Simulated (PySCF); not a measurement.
Sodium diatomic, Na2.
Bonds: Na1–Na2.

Level: wB97X-D/pcSseg-2 in PySCF, non-relativistic, on one gas-phase PBE0-D3(BJ)/def2-TZVP geometry that isn't relaxed in the solvent. The solvent is an IEF-PCM continuum (cavity from Bondi-type radii × 1.2). The model holds no explicit solvent molecules, cavitation or dispersion.

Gas phase at wB97X-D/pcSseg-2: HOMO -4.84 eV, LUMO -0.19 eV, dipole 0.00 D.

**Question.** What does the continuum do to the energy, the frontier levels and the dipole at wB97X-D/pcSseg-2 in chloroform?

**Answer.** 
```tsv
solvent	ε	E(solvent) − E(gas) (kcal/mol)	polarisation term (kcal/mol)	distortion of the solute (kcal/mol)	HOMO (eV)	LUMO (eV)	dipole (D)
chloroform	4.711	-2.12	-2.54	0.42	-4.81	0.14	0.00
```

Polarisation term: ½ Σ q·V over the induced surface charges. Distortion: the rise of the solute's own energy as its density leaves the gas-phase optimum. Charge and dipole vanish, so a point-dipole model would give no lowering at all.

wB97X-D is run here without its empirical dispersion term; that term would change no orbital, density or response property at a fixed geometry.
